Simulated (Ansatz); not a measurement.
**Sodium, bcc under BLYP: from relaxation to bulk modulus**

Aim: take sodium in the bcc structure, relax it, solve it on a dense k-mesh, switch on spin-orbit coupling, then scale the cell to 7 volumes from 88 to 112 % of the relaxed one and try a fit of the equation of state. The k-meshes are 11×11×11 for the relaxation; 17×17×17 for the dense run; 11×11×11 for spin-orbit coupling; 17×17×17 for the volumes. It starts from a measured cell (COD).

Program: Ansatz 0.2.0. Level of theory: DFT BLYP, plane waves (420 eV) with PAW, scalar-relativistic; the PAW data stem from PBE, with regenerated cores. These are calculated values, not measurements.

**1. The system as given**

It takes space group Im-3m (No. 229, cubic). Conventional cell: a = 4.225 Å, b = 4.225 Å, c = 4.225 Å, α = 90.00°, β = 90.00°, γ = 90.00°. Na (site symmetry m-3m) is surrounded by 8 Na at 3.66 Å.

Structure file:

```xyz
1
Lattice="-2.1125 2.1125 2.1125 2.1125 -2.1125 2.1125 2.1125 2.1125 -2.1125" Properties=species:S:1:pos:R:3 pbc="T T T"
Na    0.0000    0.0000    0.0000
```

**2. Geometry optimisation**

File input.yaml:

```yaml
crystal:
  lattice:
    - [-2.1125, 2.1125, 2.1125]
    - [2.1125, -2.1125, 2.1125]
    - [2.1125, 2.1125, -2.1125]
  atoms:
    - { symbol: Na, position: [0.0, 0.0, 0.0] }
hamiltonian:
  xc: blyp
  pseudopotentials:
    kind: paw
    azcp:
      Na: "pseudopotentials/Na.paw.azcp"
basis:
  ecutwfc: 420
  fft_grid_basis: typed
kpoints:
  mp_grid: { grid: [11, 11, 11], shift: [0, 0, 0] }
magnetization:
  spin_polarized: false
scf:
  occupations: { method: fermi_dirac, width: 0.1 }
relax:
  max_steps: 60
  f_tol: 0.01
  cell: {}
```

After this run come: Single point on a dense mesh; A two-component run at the same geometry; At 88 % of the relaxed volume; At 92 % of the relaxed volume; At 96 % of the relaxed volume; At 100 % of the relaxed volume; At 104 % of the relaxed volume; At 108 % of the relaxed volume; At 112 % of the relaxed volume.

Q: Predict the outcome of this session. Wanted: space group; conventional cell; volume; shortest distance; gap on the mesh; V₀, B₀, B₀′.

The runs gave:

| quantity | value |
| --- | --- |
| space group (spins left aside) | Im-3m (No. 229) |
| conventional cell | a = 4.208 Å |
| volume | 37.252 Å³/atom |
| shortest distance | 3.644 Å |
| against the measured volume | -1.2 % (37.709 Å³/atom) |
| gap on the mesh | none (levels filled in part) |
| V₀, B₀, B₀′ | 37.212 Å³/atom, 7.2 GPa, 3.9 |

**Reading.** Against experiment, BLYP misses the volume by -1.2 %. The measured cell holds zero-point motion and, unless taken cold, thermal expansion, which account for some of this. No gap shows: it is a metal or semimetal at this level. The total energy of the spin-orbit run (on a coarser mesh) lies -26 meV/atom from the scalar one; mesh and treatment of the core enter this figure, so it is no spin-orbit energy. B₀ comes out at 7.2 GPa, a soft solid.
